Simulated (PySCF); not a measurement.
CH₃, SMILES [CH3], multiplicity 2. The structure is a stationary point at TPSSh-D3(BJ)/def2-TZVPD. The isomer is the one that the SMILES or the coordinates give; other isomers of the formula were not compared.

Method: TPSSh-D3(BJ)/def2-TZVPD (PySCF 2.14.0).

Harmonic wavenumbers (cm⁻¹): 507, 1420, 1420, 3103, 3279, 3279. Rotational constants (GHz): 286.0, 286.0, 143.0; symmetry number 6.

### Question
Work out the zero-point energy and the ideal-gas rigid-rotor harmonic-oscillator thermochemistry at 298.15 K and 1 atm.

### Answer
ZPE = ½ Σ hcν = ½ × 13008 cm⁻¹ = 77.81 kJ/mol. H − E(el) = 88.33 kJ/mol. Entropy in J/(mol K): translation 142.55, rotation 43.61, vibration 2.82, spin 5.76, total 194.74. G − E(el) = 30.27 kJ/mol. Cp = 39.25 J/(mol K).
